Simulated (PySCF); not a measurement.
chlorine (Cl2), SMILES ClCl.

The structure is a stationary point at B3LYP-D3(BJ)/def2-TZVPD.

The numbers are results of B3LYP-D3(BJ)/def2-TZVPD run with PySCF, not measurements.

Frequencies are harmonic and unscaled.

| mode | ν (cm⁻¹) | IR (km/mol) | Raman (Å⁴/amu) | depolarisation | moving atoms (share of kinetic energy) |
|---|---|---|---|---|---|
| 1 | 540 | 0.0 | 14.4 | 0.17 | Cl 100 % |
